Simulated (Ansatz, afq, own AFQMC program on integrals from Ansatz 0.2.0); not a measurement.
# GeH$_{3}$, doublet in 6-31G along one coordinate

```xyz
4

Ge    0.0000    0.0000   -0.0187
H     1.4650    0.0169    0.4526
H    -0.7483    1.2611    0.4484
H    -0.7191   -1.2778    0.4488
```

The Ge1–H3 distance is changed with both sides rigid. Energies in eV count from this geometry (1.539 Å) at the same level; the start stands on UHF, each point on the determinant named.

Basis 6-31G. Noble-gas cores (and the filled d shells of Ga–Kr and In–Xe) are frozen. AFQMC by an in-house program on the Cholesky factors that Ansatz 0.2.0 writes for its CCSD(T) run. ph-AFQMC/CISD is guided by a CISD state made of CCSD amplitudes; releasing the constraint for a short imaginary time cuts its bias at the price of noise, slowly where states lie close. Error bars are statistical, one sigma. No spin–orbit coupling.

Cautions, each for one point or more: an unrestricted solution with more broken spin lies lower, while this determinant keeps restricted orbitals; inner d shell frozen; no relativity below Rb; no spin-orbit coupling.

```
r(Ge1–H3) / Å  det.     T1  weight  ⟨S²⟩  CCSD(T)   ph-AFQMC/CISD  released AFQMC    FCI  B2PLYP    MP2
        1.256   UHF  0.008    0.95  0.75    1.135  1.137 ± 0.0009  1.137 ± 0.0004  1.137   1.040  1.093
        1.908   UHF  0.011    0.93  0.75    0.538   0.535 ± 0.002  0.533 ± 0.0007  0.533   0.636  0.640
        5.304   UHF  0.010    0.94  0.75    2.780  2.783 ± 0.0009  2.781 ± 0.0008  2.782  2.961§  2.756
```

Weight is that of the determinant in the CISD state; at the start T1 is 0.009 and the weight 0.95, and ⟨S²⟩ is 0.75. § marks a functional whose ⟨S²⟩ is too high by over 0.1. Largest departures from full CI: CCSD(T) 0.004 eV at 1.908 (on UHF), ph-AFQMC/CISD 0.001 eV at 1.908 (on UHF) (within the noise), released AFQMC -0.001 eV at 5.304 (on UHF) (within the noise), B2PLYP 0.103 eV at 1.908, MP2 0.107 eV at 1.908 (on UHF). Functionals count only at points shown to share the start's state and spin. In this small basis the wave-function levels are far from their limit, so their gap to the functionals isn't the functionals' error.

Some points may be missing: those where a free walk finds a much lower state, and past Zn most of those on another determinant than at the start.

A walk keeps the symmetry of its determinant, which the program's search chose and which needn't be the lowest solution, so a lower state of the same spin and another symmetry isn't excluded. Released energies are given only where the last usable release times agree within the noise; a slower fall can still hide under it.
